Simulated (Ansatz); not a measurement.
# CH4F radical (built from SMILES CF.[H]): search for a transition state

Wanted: the transition state of a halogen abstraction (form F1–H3 and break F1–C2). The guess is relaxed with those distances held, a saddle search follows, and vibrations and two downhill relaxations check it.

Method: PBE0-D4, def2-SVP first, then def2-TZVP; program: Ansatz 0.2.0, Gaussian basis.

128 further runs of the same task are left out: 128 set aside as unsound or not needed.

## Step 1: Where the work starts

The guess: 6 atoms, charge 0, spin multiplicity 2.

Atoms are counted from 1 here; the program's logs count them from 0.

Bond lengths: F1–H3 1.161 Å, C2–H3 1.090 Å, C2–H4 1.090 Å, C2–H5 1.090 Å, C2–H6 1.189 Å. Angles: H3–C2–H4 114.5°, H3–C2–H5 115.4°, H3–C2–H6 111.3°, H4–C2–H5 111.3°, H4–C2–H6 101.4°, H5–C2–H6 101.1°, F1–H3–C2 90.3°.

As a file:

```xyz
6
CH4F
F     0.0696   -0.5043   -1.2991
C    -0.0083    0.0734    0.1866
H    -0.4889   -0.7658   -0.3159
H    -0.3098    1.0534   -0.1829
H     1.0748    0.0024    0.2841
H    -0.3374    0.1410    1.3272
```

Distances that are to change: F1–H3 1.16 Å, F1–C2 1.60 Å.

## Step 2: Relaxing the guess with the reacting distances held

Contents of hold/in.yaml:

```yaml
crystal:
  periodic: [false, false, false]
  atoms:
    - {symbol: F, position_ang: [0.069600, -0.504300, -1.299100]}
    - {symbol: C, position_ang: [-0.008300, 0.073400, 0.186600]}
    - {symbol: H, position_ang: [-0.488900, -0.765800, -0.315900]}
    - {symbol: H, position_ang: [-0.309800, 1.053400, -0.182900]}
    - {symbol: H, position_ang: [1.074800, 0.002400, 0.284100]}
    - {symbol: H, position_ang: [-0.337400, 0.141000, 1.327200]}
basis:
  gaussian: {orbitals: def2-SVP}
magnetization: {spin_polarized: true, initial_magnetization: 1}
hamiltonian: {xc: pbe0, dispersion: d4}
relax: {f_tol: 0.08, max_steps: 120, escape_saddle: false, constraints: [{distance: [0, 2]}, {distance: [0, 1]}]}
```

Run with:

```bash
$ ansatz run in.yaml --threads 2 --pin off --events-out ev --progress --plain --max-ram 4352MiB
```

The runs that follow: Force constants to start from; Saddle search in the small basis; Saddle search in triple zeta; Vibrations at the point found; Relaxing after a step of 0.30 Å one way along the mode; Relaxing after a step of 0.30 Å the other way along the mode.

What does the calculation give? Wanted: imaginary mode; barrier from the start side; barrier from the end side; energy of the step; pairs that change; zero-point energy at the saddle.

As calculated:

| quantity | value |
| --- | --- |
| imaginary mode | 286i cm⁻¹ |
| barrier from the start side | 27.6 kcal/mol |
| barrier from the end side | 27.6 kcal/mol |
| energy of the step | 0.0 kcal/mol |
| pairs that change | F1–H4 formed, C2–H5 formed, F1–H5 broken, C2–H4 broken |
| zero-point energy at the saddle | 1.214 eV |

**Reading.** One imaginary mode, 286i cm⁻¹, makes this a first-order saddle. The two relaxations don't end on the planned structures: the search found another step. At PBE0-D4/def2-TZVP the electronic barrier is 27.6 kcal/mol, about 47 kT at 298 K, and the step runs 0.0 kcal/mol uphill. Lower complexes than these ends may exist.
